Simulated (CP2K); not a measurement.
**BNH6 (SMILES [BH3-][NH3+]) at wB97X/def2-TZVP**

What is the energy change on altering one bond length of BNH6 at wB97X/def2-TZVP? 

The results are computed with CP2K 2026.2.

### Step 1. The structure to begin with

The species is BNH6 (8 atoms), meant as a singlet with charge 0. As SMILES, `[BH3-][NH3+]`. The shape is that of a PBE0-D4/def2-TZVP optimisation.

Bond lengths: B1–N2 1.639 Å, B1–H3 1.212 Å, B1–H4 1.212 Å, B1–H5 1.212 Å, N2–H6 1.015 Å, N2–H7 1.015 Å, N2–H8 1.015 Å. Some angles: B1–N2–H6 110.9°, B1–N2–H7 110.9°, B1–N2–H8 110.9°, N2–B1–H3 105.3°, N2–B1–H4 105.3°, N2–B1–H5 105.3°, H6–N2–H7 108.0°, H6–N2–H8 108.0°, H7–N2–H8 108.0°, H3–B1–H4 113.3°.

### Step 2. The energy at wB97X/def2-TZVP

Contents of job.inp:

```
&GLOBAL
 PROJECT_NAME job
 RUN_TYPE ENERGY
 PRINT_LEVEL MEDIUM
&END GLOBAL

&FORCE_EVAL
 METHOD QS
 &DFT
  BASIS_SET_FILE_NAME ./def2_tzvp.basis
  POTENTIAL_FILE_NAME POTENTIAL
  CHARGE 0
  MULTIPLICITY 1
  # Quickstep
  &QS
   METHOD GAPW
   EPS_DEFAULT 1.0E-10
  &END QS
  # real-space grids
  &MGRID
   CUTOFF 280
   REL_CUTOFF 50
   NGRIDS 4
  &END MGRID
  &POISSON
   PERIODIC NONE
   POISSON_SOLVER MULTIPOLE
  &END POISSON
  &SCF
   SCF_GUESS ATOMIC
   EPS_SCF 1.0E-07
   MAX_SCF 80
   ADDED_MOS 10
   &DIAGONALIZATION
    ALGORITHM STANDARD
   &END DIAGONALIZATION
   &MIXING
    METHOD DIRECT_P_MIXING
    ALPHA 0.4
   &END MIXING
  &END SCF
  &XC
   &XC_FUNCTIONAL
    &HYB_GGA_XC_WB97X
    &END HYB_GGA_XC_WB97X
   &END XC_FUNCTIONAL
   &HF
    FRACTION 1.0
    &SCREENING
     EPS_SCHWARZ 1.0E-10
     SCREEN_ON_INITIAL_P F
    &END SCREENING
    &INTERACTION_POTENTIAL
     POTENTIAL_TYPE MIX_CL
     SCALE_COULOMB 0.157706
     SCALE_LONGRANGE 0.842294
     OMEGA 0.3
    &END INTERACTION_POTENTIAL
    &MEMORY
     MAX_MEMORY 1050
    &END MEMORY
   &END HF
  &END XC
  # extra output
  &PRINT
   &MOMENTS
    PERIODIC F
    REFERENCE COM
    MAX_MOMENT 1
   &END MOMENTS
   &MO ON
    ENERGIES T
    OCCUPATION_NUMBERS T
    NDIGITS 6
    &EACH
     QS_SCF 0
    &END EACH
    ADD_LAST NUMERIC
   &END MO
   &LOWDIN ON
   &END LOWDIN
   &HIRSHFELD OFF
   &END HIRSHFELD
   &MO_MOLDEN ON
    NDIGITS 8
   &END MO_MOLDEN
  &END PRINT
 &END DFT
 &SUBSYS
  # box in angstrom
  &CELL
   ABC [angstrom] 9.5 9.1 9.9
   PERIODIC NONE
  &END CELL
  &COORD
   SCALED T
   B    0.48912632   0.52041209   0.42583333
   N    0.53100000   0.46481868   0.57806566
   H    0.50103158   0.41280769   0.35456061
   H    0.36898947   0.56424725   0.43474242
   H    0.57288421   0.61665385   0.39926768
   H    0.52408421   0.54856593   0.64543939
   H    0.63101053   0.42567582   0.58044949
   H    0.46568421   0.38334615   0.60925758
  &END COORD
  &KIND B
   BASIS_SET def2-TZVP
   POTENTIAL ALL
   LEBEDEV_GRID 194
   RADIAL_GRID 100
  &END KIND
  &KIND N
   BASIS_SET def2-TZVP
   POTENTIAL ALL
   LEBEDEV_GRID 194
   RADIAL_GRID 100
  &END KIND
  &KIND H
   BASIS_SET def2-TZVP
   POTENTIAL ALL
   LEBEDEV_GRID 194
   RADIAL_GRID 100
  &END KIND
 &END SUBSYS
&END FORCE_EVAL
```

Run with:

```bash
$ OMP_NUM_THREADS=1 cp2k.psmp job.inp > job.out
```

Log:

```text
CP2K| version string:                                       CP2K version 2026.2
[...]
 GLOBAL| Method name                                                        CP2K
[...]
 GLOBAL| Run type                                                         ENERGY
[...]
 DFT| Spin restricted Kohn-Sham (RKS) calculation                            RKS
 DFT| Multiplicity                                                             1
[...]
 DFT| Charge                                                                   0
[...]
 FUNCTIONAL| HYB_GGA_XC_WB97X:
[...]
 QS| Method:                                                                GAPW
[...]
 QS| Density cutoff [a.u.]:                                                140.0
[...]
 QS| Relative density cutoff [a.u.]:                                        25.0
[...]
                             - Atoms:                                          8
[...]
                             - Spherical basis functions:                     98
[...]
 Number of electrons:                                                         18
[...]
     1 P_Mix/Diag. 0.40E+00    5.7     0.37328971       -83.6066454061 -8.36E+01
[...]
    15 DIIS/Diag.  0.53E-07    1.2     0.00000005       -83.2211993865 -3.27E-13
  *** SCF run converged in    15 steps ***
[...]
  Overlap energy of the core charge distribution:               0.00001125859939
  Self energy of the core charge distribution:                -72.51475830520786
  Core Hamiltonian energy:                                    -10.65703125219626
  Hartree energy:                                              27.36773597846878
  Exchange-correlation energy:                                 -3.57292362051997
  Hartree-Fock Exchange energy:                                -4.33539921744046
[...]
                     Mulliken Population Analysis
 #  Atom  Element  Kind  Atomic population                           Net charge
       1     B        1          5.234107                             -0.234107
       2     N        2          7.436955                             -0.436955
       3     H        3          1.061082                             -0.061082
       4     H        3          1.060649                             -0.060649
       5     H        3          1.060009                             -0.060009
       6     H        3          0.715390                              0.284610
       7     H        3          0.715909                              0.284091
       8     H        3          0.715899                              0.284101
 # Total charge                             18.000000                 -0.000000
[...]
  Dipole moment [Debye]
    X=  0.1339778E+01 Y= -0.1707558E+01 Z=  0.5072158E+01  Total=      5.5170234
 ENERGY| Total FORCE_EVAL ( QS ) energy [hartree]            -83.221199386475888
[...]
```

Run time: 23 s. Hardware: 1 thread of Arm Neoverse V1, shared host; peak memory 0.56 GiB.

### Step 3. The distorted shape, same level

Contents of qs.inp:

```
&GLOBAL
 PROJECT_NAME qs
 RUN_TYPE ENERGY
 PRINT_LEVEL MEDIUM
&END

&FORCE_EVAL
 METHOD Quickstep
 &DFT
  BASIS_SET_FILE_NAME ./def2_tzvp.basis
  POTENTIAL_FILE_NAME POTENTIAL
  # Quickstep
  &QS
   METHOD GAPW
   EPS_DEFAULT 1.0E-10
  &END
  &MGRID
   CUTOFF 280
   REL_CUTOFF 50
   NGRIDS 4
  &END
  &POISSON
   PERIODIC NONE
   POISSON_SOLVER MULTIPOLE
  &END
  # SCF settings
  &SCF
   SCF_GUESS ATOMIC
   EPS_SCF 1.0E-07
   MAX_SCF 80
   ADDED_MOS 5
   &DIAGONALIZATION
    ALGORITHM STANDARD
   &END
   &MIXING
    METHOD DIRECT_P_MIXING
    ALPHA 0.4
   &END
  &END
  &XC
   &XC_FUNCTIONAL
    &HYB_GGA_XC_WB97X
    &END
   &END
   # exact exchange
   &HF
    FRACTION 1.0
    &SCREENING
     EPS_SCHWARZ 1.0E-10
    &END
    &INTERACTION_POTENTIAL
     POTENTIAL_TYPE MIX_CL
     SCALE_COULOMB 0.157706
     SCALE_LONGRANGE 0.842294
     OMEGA 0.3
    &END
    &MEMORY
     MAX_MEMORY 1050
    &END
   &END
  &END
  &PRINT
   &MOMENTS
    PERIODIC F
    REFERENCE COM
    MAX_MOMENT 1
   &END
   &MO ON
    ENERGIES T
    OCCUPATION_NUMBERS T
    NDIGITS 6
    &EACH
     QS_SCF 0
    &END
    ADD_LAST NUMERIC
   &END
   &LOWDIN ON
   &END
   &HIRSHFELD OFF
   &END
   &MO_MOLDEN ON
    NDIGITS 8
   &END
  &END
 &END
 &SUBSYS
  # vacuum box
  &CELL
   ABC 9.5 9.3 10.2
   PERIODIC NONE
  &END
  &COORD
   B     -0.247846     0.740367    -0.422624
   N      0.149954     0.234467     1.084476
   H     -0.078200    -0.728400    -1.481000
   H     -1.389146     1.139267    -0.334424
   H      0.547854     1.616167    -0.685624
   H      0.084254     0.996567     1.751476
   H      1.100054    -0.121733     1.108076
   H     -0.470546    -0.506933     1.393276
  &END
  &TOPOLOGY
   &CENTER_COORDINATES
   &END
  &END
  &KIND B
   BASIS_SET def2-TZVP
   POTENTIAL ALL
   LEBEDEV_GRID 194
   RADIAL_GRID 100
  &END
  &KIND N
   BASIS_SET def2-TZVP
   POTENTIAL ALL
   LEBEDEV_GRID 194
   RADIAL_GRID 100
  &END
  &KIND H
   BASIS_SET def2-TZVP
   POTENTIAL ALL
   LEBEDEV_GRID 194
   RADIAL_GRID 100
  &END
 &END
&END
```

Run with:

```bash
$ OMP_NUM_THREADS=1 cp2k.psmp qs.inp > qs.out
```

Log, shortened:

```text
CP2K| version string:                                       CP2K version 2026.2
[...]
 GLOBAL| Method name                                                        CP2K
[...]
 GLOBAL| Run type                                                         ENERGY
[...]
 DFT| Spin restricted Kohn-Sham (RKS) calculation                            RKS
 DFT| Multiplicity                                                             1
[...]
 DFT| Charge                                                                   0
[...]
 FUNCTIONAL| HYB_GGA_XC_WB97X:
[...]
 QS| Method:                                                                GAPW
[...]
 QS| Density cutoff [a.u.]:                                                140.0
[...]
 QS| Relative density cutoff [a.u.]:                                        25.0
[...]
                             - Atoms:                                          8
[...]
                             - Spherical basis functions:                     98
[...]
 Number of electrons:                                                         18
[...]
     1 P_Mix/Diag. 0.40E+00    5.7     0.34003969       -83.4107412422 -8.34E+01
[...]
    16 DIIS/Diag.  0.62E-07    1.2     0.00000005       -83.1606980085  1.99E-13
  *** SCF run converged in    16 steps ***
[...]
  Overlap energy of the core charge distribution:               0.00000769744627
  Self energy of the core charge distribution:                -72.51475830520786
  Core Hamiltonian energy:                                    -10.90941139524870
  Hartree energy:                                              27.59685255895907
  Exchange-correlation energy:                                 -3.48830772920199
  Hartree-Fock Exchange energy:                                -4.30276206683448
[...]
                     Mulliken Population Analysis
 #  Atom  Element  Kind  Atomic population                           Net charge
       1     B        1          5.235891                             -0.235891
       2     N        2          7.420397                             -0.420397
       3     H        3          1.158122                             -0.158122
       4     H        3          1.031116                             -0.031116
[...]
  Dipole moment [Debye]
    X=  0.1212689E+01 Y= -0.4343519E+00 Z=  0.6104950E+01  Total=      6.2393665
 ENERGY| Total FORCE_EVAL ( QS ) energy [hartree]            -83.160698008499764
[...]
```

Wall time 25 s (1 thread of Arm Neoverse V1, shared host); peak memory 0.59 GiB.

### Step 4. Summary of results

Level: wB97X/def2-TZVP.

| quantity | value |
| --- | --- |
| first shape: total energy | -83.22120 Eh |
| first shape: dipole moment | 5.52 D |
| first shape: HOMO energy | -10.32 eV |
| first shape: LUMO energy | 2.12 eV |
| first shape: HOMO–LUMO gap | 12.44 eV |
| distorted shape: total energy | -83.16070 Eh |
| distorted shape: dipole moment | 6.24 D |
| distorted shape: HOMO energy | -8.91 eV |
| distorted shape: LUMO energy | 1.93 eV |
| distorted shape: HOMO–LUMO gap | 10.84 eV |
| energy change with the B1–H3 bond stretched from 1.212 to 1.818 Å | 1.646 eV |

With the B1–H3 bond stretched from 1.212 to 1.818 Å the energy rises by 1.65 eV (159 kJ/mol). The first shape isn't relaxed at this level, so the change isn't measured from a minimum.
